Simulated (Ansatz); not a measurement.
# What a trial cell of ZnW relaxes into

These are results of DFT PBE, scalar-relativistic, plane waves, PAW (Ansatz 0.2.0), not measurements. Cutoff 420 eV, Γ-centred k mesh, Gaussian smearing, no spin polarisation in the final step.

ZnW was placed on the CrB structure type (Cmcm, No. 63), with Zn in place of Cr, W in place of B, at a guessed volume.

```
Zn W
1.0
     1.77972   -4.69581    0.00000
     1.77972    4.69581    0.00000
     0.00000    0.00000    3.53538
Zn W
2 2
Direct
  0.85400 0.14600 0.75000
  0.14600 0.85400 0.25000
  0.55000 0.45000 0.75000
  0.45000 0.55000 0.25000
```

Steps on the 6×6×6 mesh (4 atoms). 11 of 16 steps are shown, and the free energy counts from the last. Trial steps that were taken back and renewals of the plane-wave basis can be among the rows.

```
step  ΔF (meV/atom) V (Å³/atom) P (GPa) largest force component (eV/Å)
   1         2077.3        14.77    75.46                          15.219
   2          626.5        15.85    27.27                           7.501
   4          198.0        16.63     0.96                           0.656
   5          129.9        16.78    -2.67                           0.295
   6           89.5        16.68    -4.43                           0.416
   8           19.2        15.83     1.00                           0.254
   9           13.2        16.06    -0.68                           0.081
  11           11.5        16.09    -0.17                           0.030
  12            2.1        16.09     0.66                           0.028
  13            0.2        16.15     0.26                           0.022
  16            0.0        16.17    -0.02                           0.001
```

A final relaxation ran on a 12×12×14 mesh. The relaxed crystal, Cmcm (No. 63):

```cif
data_structure
_symmetry_space_group_name_H-M 'Cmcm'
_symmetry_Int_Tables_number 63
_cell_length_a 4.3253
_cell_length_b 9.2674
_cell_length_c 3.2230
_cell_angle_alpha 90.000
_cell_angle_beta 90.000
_cell_angle_gamma 90.000
_cell_volume 129.19
loop_
_atom_site_label
_atom_site_type_symbol
_atom_site_symmetry_multiplicity
_atom_site_Wyckoff_symbol
_atom_site_fract_x
_atom_site_fract_y
_atom_site_fract_z
_atom_site_occupancy
Zn1 Zn 4 c 0.00000 0.10489 0.25000 1
W1 W 4 c 0.00000 0.39387 0.25000 1
```

- Volume per atom: 16.15 Å³
- Density: 12.81 g/cm³
- Energy over the elements: 0.56 eV/atom
- Gap on the 12×12×14 mesh: 0 eV (a metal)

Formation energies are uncorrected and refer to the elements' standard structures at the same level.

The final run used a 12×12×14 mesh on its 4-atom cell and 0.10 eV smearing. For metals, differences of a few meV/atom aren't resolved. Spin–orbit coupling is left out.

A structure relaxed within its symmetry needn't be a true minimum.

Cost: 3 runs of about 9.3 core-minutes in all, on Arm Neoverse N1 (shared hosts).